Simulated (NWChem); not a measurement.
**triplet SiO at 6 levels**

Wanted: a comparison of 6 runs (U-r2SCAN/def2-TZVPPD, U-revPBE/def2-TZVPPD, UBLYP/def2-TZVPPD, USVWN5/def2-TZVPPD, UTPSS/def2-TZVPPD, UCCSD(T)/def2-TZVPPD) of triplet SiO. 

Program for the calculation: NWChem 7.3.0.

1 further run of the same task is left out (set aside as unsound or not needed).

### 1 The structure to begin with

SiO has 2 atoms, charge 0, and is taken as a triplet. As SMILES of the parent species, `O=[Si]`. The shape is that of a PBE0-D4/def2-TZVP optimisation. That shape belongs to the parent species and isn't relaxed for this state.

Bond lengths: O1–Si2 1.509 Å.

### 2 A single-point energy at U-r2SCAN/def2-TZVPPD (run 1)

The input, sp.nw:

```
start sp
memory total 2200 mb

geometry units angstroms noautosym nocenter noautoz
  O       -0.640700       0.231500      -0.324000
  Si       0.640700      -0.231500       0.324000
end

basis spherical bse
  * library def2-TZVPPD
end

dft
  xc r2scan
  mult 3
  grid xfine
  convergence energy 1e-08
  maxiter 100
  mulliken
  noprint "final vectors analysis"
end

task dft energy
```

The run is started by

```sh
$ nwchem sp.nw > sp.out
```

Output:

```text
[...]
          Wavefunction type:  spin polarized.
          No. of atoms     :     2
          No. of electrons :    22
[...]
          Charge           :     0
          Spin multiplicity:     3
[...]
          AO basis - number of functions:    88
[...]
              XC Information
              --------------
                      r^2SCAN Method XC Functional
               r^2SCAN metaGGA Exchange Functional  1.000
                     r^2SCAN Correlation Potential  1.000
[...]
 d= 0,ls=0.0,diis     1   -364.4217058214 -4.04D+02  1.19D-02  2.82D-01     2.1
[...]
 d= 0,ls=0.5,diis    33   -364.5587767705 -7.70D-09  2.71D-08  1.22D-08    63.4
[...]
         Total DFT energy =     -364.558776774888
      One electron energy =     -582.468994633014
           Coulomb energy =      208.035691207084
    Exchange-Corr. energy =      -29.408808545580
 Nuclear repulsion energy =       39.283335196622
[...]
      Total Density - Mulliken Population Analysis
     ---------------------------------------------
    Atom       Charge   Shell Charges
 -----------   ------   -------------------------------------------------------
    1 O    8     8.33   0.79  1.18  0.62  0.95  0.30 -0.01  1.82  1.87  0.77  0.02  0.00  0.02  0.01  0.00
    2 Si  14    13.67   2.01  0.58  1.39  0.94  0.49  0.00  4.12  1.70  0.51  1.14  0.47  0.01  0.13  0.14  0.02  0.04
[...]
      <S2> =      2.0097 (Exact =     2.0000)
[...]
```

It took 66 s on 1 thread of Intel Xeon Platinum 8488C (Sapphire Rapids), shared host; peak memory 0.12 GiB.

### 3 A single-point energy at U-revPBE/def2-TZVPPD (run 2)

The input, osi.nw:

```
start osi
title "OSi revPBE"
memory 2200 mb

geometry units angstrom noautosym nocenter noautoz
O       -0.640700       0.231500      -0.324000
Si       0.640700      -0.231500       0.324000
end

basis "ao basis" spherical bse
O library def2-TZVPPD
Si library def2-TZVPPD
end

dft
xc revpbe cpbe96
mult 3
grid xfine
convergence energy 1e-08
iterations 100
mulliken
print medium
end

task dft energy
```

The run is started by

```sh
$ nwchem osi.nw > osi.out
```

Output:

```text
[...]
          Wavefunction type:  spin polarized.
          No. of atoms     :     2
          No. of electrons :    22
[...]
          Charge           :     0
          Spin multiplicity:     3
[...]
          AO basis - number of functions:    88
[...]
              XC Information
              --------------
                        RevPBE Exchange Functional  1.000
            Perdew 1991 LDA Correlation Functional  1.000 local
           PerdewBurkeErnz. Correlation Functional  1.000 non-local
[...]
 d= 0,ls=0.0,diis     1   -364.3960931883 -4.04D+02  1.42D-02  3.14D-01     1.9
[...]
 d= 0,ls=0.5,diis    31   -364.5437575493 -9.71D-09  8.59D-08  1.38D-08    47.8
[...]
         Total DFT energy =     -364.543757555434
      One electron energy =     -582.386457211419
           Coulomb energy =      207.932973361262
    Exchange-Corr. energy =      -29.373608901899
 Nuclear repulsion energy =       39.283335196622
[...]
      Total Density - Mulliken Population Analysis
     ---------------------------------------------
    Atom       Charge   Shell Charges
 -----------   ------   -------------------------------------------------------
    1 O    8     8.25   0.80  1.17  0.62  0.96  0.26  0.00  1.83  1.82  0.72  0.04  0.00  0.02  0.01  0.00
    2 Si  14    13.75   2.01  0.57  1.39  1.01  0.48  0.01  4.12  1.68  0.53  1.15  0.46  0.01  0.13  0.14  0.03  0.04
[...]
      <S2> =      2.0055 (Exact =     2.0000)
[...]
```

Wall time 50 s (1 thread of Intel Xeon Platinum 8488C (Sapphire Rapids), shared host); peak memory 0.12 GiB.

### 4 A single-point energy at UBLYP/def2-TZVPPD (run 3)

The input, m1.nw:

```
start m1
memory stack 880 mb heap 220 mb global 1100 mb
charge 0

geometry noautosym nocenter noautoz
 O    -0.640700    0.231500   -0.324000
 Si    0.640700   -0.231500    0.324000
end

basis "ao basis" spherical bse
 * library def2-TZVPPD
end

dft
 xc becke88 lyp
 mult 3
 grid xfine
 convergence energy 1e-08
 maxiter 100
 mulliken
end

task dft energy
```

The run is started by

```sh
$ nwchem m1.nw > m1.out
```

Output:

```text
[...]
          Wavefunction type:  spin polarized.
          No. of atoms     :     2
          No. of electrons :    22
[...]
          Charge           :     0
          Spin multiplicity:     3
[...]
          AO basis - number of functions:    88
[...]
              XC Information
              --------------
                    Becke 1988 Exchange Functional  1.000
              Lee-Yang-Parr Correlation Functional  1.000
[...]
 d= 0,ls=0.0,diis     1   -364.4729392080 -4.04D+02  1.39D-02  3.29D-01     1.8
[...]
 d= 0,ls=0.5,diis    30   -364.6244665639 -9.05D-09  9.59D-08  1.03D-08    45.9
[...]
         Total DFT energy =     -364.624466569725
      One electron energy =     -582.415580882196
           Coulomb energy =      207.962934294688
    Exchange-Corr. energy =      -29.455155178838
 Nuclear repulsion energy =       39.283335196622
[...]
      Total Density - Mulliken Population Analysis
     ---------------------------------------------
    Atom       Charge   Shell Charges
 -----------   ------   -------------------------------------------------------
    1 O    8     8.19   0.79  1.17  0.63  0.93  0.27 -0.02  1.86  1.77  0.74  0.02  0.00  0.02  0.00  0.00
    2 Si  14    13.81   2.01  0.57  1.39  1.08  0.56  0.01  4.12  1.67  0.56  1.05  0.48  0.01  0.13  0.12  0.03  0.04
[...]
      <S2> =      2.0039 (Exact =     2.0000)
[...]
```

Wall time 49 s (1 thread of Intel Xeon Platinum 8488C (Sapphire Rapids), shared host); peak memory 0.11 GiB.

Runs 4 to 5 aren't shown in full; the table further down has their settings and results.

### 5 A single-point energy at UCCSD(T)/def2-TZVPPD (run 6)

The input, osi.nw:

```
start osi
title "OSi ccsd(t)"
memory stack 330 mb heap 110 mb global 1760 mb
geometry noautosym nocenter noautoz
   O     -0.640700     0.231500    -0.324000
   Si     0.640700    -0.231500     0.324000
end
basis spherical bse
   * library def2-TZVPPD
end
scf
   nopen 2
   uhf
   thresh 1e-08
   maxiter 80
end
tce
   scf
   ccsd(t)
   freeze core 6
   maxiter 60
end
task tce
```

The run is started by

```sh
$ nwchem osi.nw > osi.out
```

Output:

```text
[...]
  functions       =    88
[...]
  wavefunction    = UHF
[...]
         Total SCF energy =   -363.714119791032
      One electron energy =   -582.396482734597
      Two electron energy =    179.399027746943
 Nuclear repulsion energy =     39.283335196622
                       Sz =      1.0000
                 Sz(Sz+1) =      2.0000
                      S^2 =      2.0275
[...]
         Wavefunction type : Unrestricted Hartree-Fock
          No. of electrons :    22
[...]
         Spin multiplicity : triplet
[...]
 CCSD total energy / hartree       =      -364.026346652659413
[...]
 CCSD[T] total energy / hartree       =      -364.046365115449873
[...]
 CCSD(T) total energy / hartree       =      -364.043804853587801
[...]
```

Run time: 86 s. Hardware: 1 thread of Intel Xeon Platinum 8488C (Sapphire Rapids), shared host; peak memory 1.6 GiB.

### 6 The series

| run | level | integration grid | iteration cap | energy (Eh) | dipole moment (D) | ⟨S²⟩ | wall time |
| --- | --- | --- | --- | --- | --- | --- | --- |
| 1 | U-r2SCAN/def2-TZVPPD | xfine | 100 | -364.558777 | 2.48 | 2.010 | 66 s |
| 2 | U-revPBE/def2-TZVPPD | xfine | 100 | -364.543758 | 2.25 | 2.006 | 50 s |
| 3 | UBLYP/def2-TZVPPD | xfine | 100 | -364.624467 | 2.20 | 2.004 | 49 s |
| 4 | USVWN5/def2-TZVPPD | xfine | 100 | -362.937385 | 2.29 | 2.003 | 29 s |
| 5 | UTPSS/def2-TZVPPD | xfine | 100 | -364.651793 | 2.32 | 2.007 | 66 s |
| 6 | UCCSD(T)/def2-TZVPPD | – | 80 | -364.043805 | – | 2.027 | 86 s |

### 7 Outcome

| quantity | value |
| --- | --- |
| run 6: total energy | -364.04380 Eh |
| run 6: HOMO energy (Hartree–Fock orbitals) (highest over α and β) | -8.03 eV |
| run 6: LUMO energy (Hartree–Fock orbitals) (lowest over α and β) | -1.99 eV |
| run 6: correlation energy (6 core orbitals frozen) | -329.7 mEh |
| run 6: (T) correction | -17.46 mEh |
| run 6: ⟨S²⟩ of the reference determinant | 2.027 |

In words: Over runs 1, 2, 3, 4, 5 the dipole moment (its size) runs from 2.20 D (UBLYP/def2-TZVPPD) to 2.48 D (U-r2SCAN/def2-TZVPPD). Totals of different functionals can't be ranked against each other. All runs together took 5.8 min, the longest 86 s.
